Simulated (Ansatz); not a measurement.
The input, for Ansatz 0.2.0:

```yaml
crystal:
  periodic: [false, false, false]
  atoms:
    - {symbol: Ge, position_ang: [0.064589, -0.224460, 2.576720]}
    - {symbol: Si, position_ang: [-0.100314, -0.437299, 0.256115]}
    - {symbol: Si, position_ang: [-0.023656, -0.249727, -1.985556]}
    - {symbol: H, position_ang: [0.059381, 0.911486, -0.847279]}
basis:
  gaussian: {orbitals: cc-pVDZ}
magnetization: {spin_polarized: true, initial_magnetization: 3}
correlation: {method: ccsd, electrons: outside_noble_gas}
scf: {lower_state_search: light}
```

```sh
$ ansatz run in.yaml --threads 1 --pin off --events-out ev --progress --plain --max-ram 2393MiB
```

The program prints:

```
743 factors; integrals over basis functions are off by at most 1.3e-3 eV
mean field evaluation 1: about -72207.4589 eV, gradient 7.1e0 eV
mean field evaluation 2: about -72207.4658 eV, gradient 7.1e0 eV
mean field evaluation 4: about -72208.7354 eV, gradient 2.6e0 eV
mean field evaluation 8: about -72209.1673 eV, gradient 2.8e-1 eV
mean field evaluation 16: about -72209.1825 eV, gradient 5.8e-2 eV
mean field evaluation 32: about -72209.1855 eV, gradient 1.8e-4 eV
mean field evaluation 64: about -72208.5206 eV, gradient 3.2e-1 eV
mean field evaluation 96: about -72209.1824 eV, gradient 5.8e-2 eV
mean field evaluation 128: about -72209.6594 eV, gradient 5.5e-1 eV
mean field evaluation 160: about -72209.1854 eV, gradient 6.5e-3 eV
mean field evaluation 192: about -72207.6111 eV, gradient 3.1e-1 eV
mean field evaluation 224: about -72207.4092 eV, gradient 2.8e-1 eV
mean field evaluation 256: about -72206.7581 eV, gradient 1.8e-2 eV
mean field evaluation 288: about -72206.0860 eV, gradient 1.3e0 eV
mean field evaluation 320: about -72206.8373 eV, gradient 6.6e-1 eV
mean field evaluation 352: about -72206.8329 eV, gradient 1.3e0 eV
mean field evaluation 384: about -72206.7906 eV, gradient 2.0e-4 eV
mean field -72209.67800543 eV, -2653.6567212218 hartree, gradient 2.3e-6 eV, S^2 3.792007; 17 other end points of the search recorded, 0 dependent functions left out
determinant -72209.67800543 eV, -2653.6567212218 hartree, with singles and doubles -72216.70176573 eV, -2653.9148396519 hartree
determinant -72209.18545262 eV, -2653.6386202399 hartree, with singles and doubles -72216.30645189 eV, -2653.9003121362 hartree
determinant -72209.18100333 eV, -2653.6384567314 hartree, with singles and doubles -72216.35281572 eV, -2653.9020159755 hartree
determinant -72207.66303938 eV, -2653.5826725853 hartree, with singles and doubles -72214.37202921 eV, -2653.8292234141 hartree
determinant -72207.61229764 eV, -2653.5808078608 hartree, with singles and doubles -72214.57202532 eV, -2653.8365731356 hartree
determinant -72207.42455871 eV, -2653.5739085822 hartree, with singles and doubles -72214.67952223 eV, -2653.8405235741 hartree
determinant -72206.79058552 eV, -2653.5506104972 hartree, with singles and doubles -72213.23156274 eV, -2653.7873120444 hartree
determinant -72206.75809810 eV, -2653.5494166066 hartree, with singles and doubles -72214.18458129 eV, -2653.8223348299 hartree
determinant -72206.67439920 eV, -2653.5463407289 hartree, with singles and doubles -72214.17623121 eV, -2653.8220279702 hartree
determinant -72206.25735360 eV, -2653.5310145858 hartree, with singles and doubles -72213.36425008 eV, -2653.7921882143 hartree
determinant -72209.67800543 eV, -2653.6567212218 hartree, with singles and doubles -72216.70263715 eV, -2653.9148716760 hartree
determinant -72209.18545262 eV, -2653.6386202399 hartree, with singles and doubles -72216.30695510 eV, -2653.9003306289 hartree
determinant -72209.18100333 eV, -2653.6384567314 hartree, with singles and doubles -72216.29301756 eV, -2653.8998184338 hartree
24 core orbitals not correlated: weight in the atoms' cores, before any rotation towards them, 1.000 or more for the frozen orbitals, at most 0.000 for the correlated occupied ones
reference -72209.67800543 eV, -2653.6567212218 hartree; 8, 5 occupied and 36, 39 virtual orbitals, 743 factors
second order -5.83747197 eV of doubles, -0.00000000 eV of singles
cycle   1  -7.02463566 eV  change   -3.9e-6 eV  update   5.0e-6
Total energy: -72216.70264109 eV, -2653.9148718207 hartree
```

Ran on 1 thread of Intel Xeon, shared host: 1.7 min wall, 0.21 GiB peak host memory.
